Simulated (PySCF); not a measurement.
Species: N-methylsulfinylamine, CH₃NOS.
SMILES with atom numbers: `[CH3:1][N:2]=[S:3]=[O:4]` (hydrogens: H5, H6, H7 on C1)

Computed with PySCF at wB97X-D/pcSseg-2, non-relativistic, on one gas-phase PBE0-D3(BJ)/def2-TZVP geometry that isn't relaxed in the solvent. The solvent is an IEF-PCM continuum (Bondi radii, 1.10 Å for H, scaled by 1.2). Only the electrostatic response of the medium enters.

Gas phase at wB97X-D/pcSseg-2: HOMO -10.43 eV, LUMO -0.64 eV, dipole 1.58 D.

Q: What does the continuum do to the energy, the frontier levels and the dipole at wB97X-D/pcSseg-2 in chloroform?

A: 
```json
{"solvent": "chloroform", "ε": "4.711", "E(solvent) − E(gas) (kJ/mol)": "-14.67", "polarisation term (kJ/mol)": "-16.02", "distortion of the solute (kJ/mol)": "1.35", "HOMO (eV)": "-10.39", "LUMO (eV)": "-0.58", "dipole (D)": "1.91"}
```

The polarisation term is half the interaction of the solute with the surface charges that it induces; the rest is the cost of distorting the solute's density. The sum is the electrostatic part of solvation alone.

Q: Which radius a makes the point-dipole formula ΔE = −[(ε − 1)/(2ε + 1)]·μ²/a³ give the value in chloroform, with the gas-phase dipole?

A: μ = 0.623 au and |ΔE| = 0.00559 Eh give a = 1.54 Å; the farthest nucleus lies 2.24 Å from the centroid of the nuclei, so such a sphere wouldn't even hold the nuclei. The formula assumes a rigid point dipole at the centre of a sphere.

Note: wB97X-D ran without an empirical dispersion term, which enters the total energy and its gradient alone.
